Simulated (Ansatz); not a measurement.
# Si2NH6 radical: basis-set convergence

An exercise on one series of results from a longer session: the logs are not shown, and one member is left open.

Method: one geometry, several basis sets; program: Ansatz 0.2.0, Gaussian basis.

The runs, in order: PBE0-D4/def2-SVP; ωB97M-V/def2-SVP; PBE0-D4/def2-QZVPP; ωB97M-V/def2-QZVPP; CCSD(T)/cc-pV(D+d)Z; CCSD(T)/cc-pV(T+d)Z; CCSD(T)/cc-pV(Q+d)Z; the functionals' def2-TZVPP values are taken from earlier runs.

### The relaxed structure

The geometry comes from an earlier relaxation with PBE0-D4 in a triple-zeta def2 set; it is a stationary point, not always the lowest conformer.

SMILES `[SiH2]N[SiH3]`, 9 atoms, charge 0, spin multiplicity 2.

Atoms are counted from 1 here; the program's logs count them from 0.

Bond lengths: Si1–N2 1.730 Å, Si1–H4 1.491 Å, Si1–H5 1.494 Å, N2–Si3 1.731 Å, N2–H6 1.011 Å, Si3–H7 1.488 Å, Si3–H8 1.483 Å, Si3–H9 1.488 Å. Angles: N2–Si1–H4 107.7°, N2–Si1–H5 108.7°, H4–Si1–H5 110.7°, Si1–N2–Si3 128.1°, Si1–N2–H6 115.1°, Si3–N2–H6 116.2°, N2–Si3–H7 111.1°, N2–Si3–H8 106.9°, N2–Si3–H9 112.0°, H7–Si3–H8 109.8°, H7–Si3–H9 107.5°, H8–Si3–H9 109.5°.

Set-up of the first run:

in.yaml

```yaml
crystal:
  periodic: [false, false, false]
  atoms:
    - {symbol: Si, position_ang: [-1.200856, 0.925305, -0.948367]}
    - {symbol: N, position_ang: [0.196886, 0.625803, 0.025193]}
    - {symbol: Si, position_ang: [0.611744, -0.820464, 0.880208]}
    - {symbol: H, position_ang: [-1.616525, -0.372047, -1.554540]}
    - {symbol: H, position_ang: [-0.842900, 1.913407, -2.010927]}
    - {symbol: H, position_ang: [0.764121, 1.439256, 0.222199]}
    - {symbol: H, position_ang: [1.982631, -1.276549, 0.525392]}
    - {symbol: H, position_ang: [-0.378231, -1.853403, 0.488479]}
    - {symbol: H, position_ang: [0.571629, -0.627709, 2.355364]}
basis:
  gaussian: {orbitals: def2-SVP}
magnetization: {spin_polarized: true, initial_magnetization: 1}
hamiltonian: {xc: pbe0, dispersion: d4}
output: {orbitals: {seedname: orbitals}}
```

Started as:

```
ansatz run in.yaml --threads 2 --pin off --events-out ev --progress --plain --max-ram 32768MiB --backend cpu
```

Steps of the session up to this table: PBE0-D4 in def2-SVP; ωB97M-V in def2-SVP; PBE0-D4 in def2-QZVPP; ωB97M-V in def2-QZVPP.

One table of the session follows, with a row left open; its other results are not shown here.

| functional | basis | HOMO (eV) | LUMO (eV) |
| --- | --- | --- | --- |
| PBE0-D4 | def2-SVP | -5.41 | -1.82 |
| PBE0-D4 | def2-TZVPP | -5.52 | -1.91 |
| PBE0-D4 | def2-QZVPP | -5.55 | -1.95 |
| ωB97M-V | def2-SVP | -7.18 | -0.13 |
| ωB97M-V | def2-TZVPP | -7.31 | -0.32 |
| ωB97M-V | def2-QZVPP | ? | ? |

**Question.** Estimate the row for ωB97M-V, def2-QZVPP.

**Answer.** HOMO (eV): -7.34; LUMO (eV): -0.42. In the column «HOMO (eV)» it is the lowest.
